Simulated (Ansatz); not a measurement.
Input file:

```yaml
crystal:
  periodic: [false, false, false]
  atoms:
    - {symbol: Ge, position_ang: [0.000000, 0.000000, 0.000000]}
    - {symbol: O, position_ang: [0.000000, 0.000000, 1.850446]}
basis:
  gaussian: {orbitals: cc-pVDZ}
total_charge: 1
magnetization: {spin_polarized: true, initial_magnetization: 1}
correlation: {method: ccsdtq, electrons: outside_noble_gas}
```

```sh
$ ansatz run in.yaml --threads 2 --pin off --events-out ev --progress --plain --max-ram 16896MiB --backend cuda --devices 0, --max-vram 18GiB
```

The program prints:

```
748 factors; integrals over basis functions are off by at most 1.8e-7 eV
mean field evaluation 1: about -58478.7226 eV, gradient 6.1e1 eV
mean field evaluation 2: about -58478.7674 eV, gradient 6.1e1 eV
mean field evaluation 4: about -58496.0951 eV, gradient 1.8e1 eV
mean field evaluation 8: about -58499.6057 eV, gradient 7.2e-1 eV
mean field evaluation 16: about -58499.6504 eV, gradient 2.4e-6 eV
mean field evaluation 32: about -58500.7676 eV, gradient 8.4e-2 eV
mean field evaluation 64: about -58499.6504 eV, gradient 5.9e-3 eV
mean field evaluation 96: about -58500.5876 eV, gradient 2.3e0 eV
mean field evaluation 128: about -58497.3479 eV, gradient 6.7e-2 eV
mean field evaluation 160: about -58500.7681 eV, gradient 3.5e-5 eV
...
cycle  18  -6.25226583 eV  change    3.7e-6 eV  update   6.0e-5
cycle  19  -6.25227890 eV  change   -1.3e-5 eV  update   2.0e-5
cycle  20  -6.25227908 eV  change   -1.8e-7 eV  update   1.3e-5
cycle  21  -6.25227462 eV  change    4.5e-6 eV  update   5.8e-6
cycle  22  -6.25227175 eV  change    2.9e-6 eV  update   6.1e-6
cycle  23  -6.25226959 eV  change    2.2e-6 eV  update   3.3e-6
cycle  24  -6.25226755 eV  change    2.0e-6 eV  update   2.8e-6
cycle  25  -6.25226555 eV  change    2.0e-6 eV  update   2.3e-6
cycle  26  -6.25226524 eV  change    3.1e-7 eV  update   9.4e-7
cycle  27  -6.25226473 eV  change    5.1e-7 eV  update   8.0e-7
Total energy: -58507.02033128 eV, -2150.0933396919 hartree
```

Ran on 2 threads of AMD EPYC 7R13 with a shared H100 80 GB, shared host: 43 s wall, 0.89 GiB peak host memory.
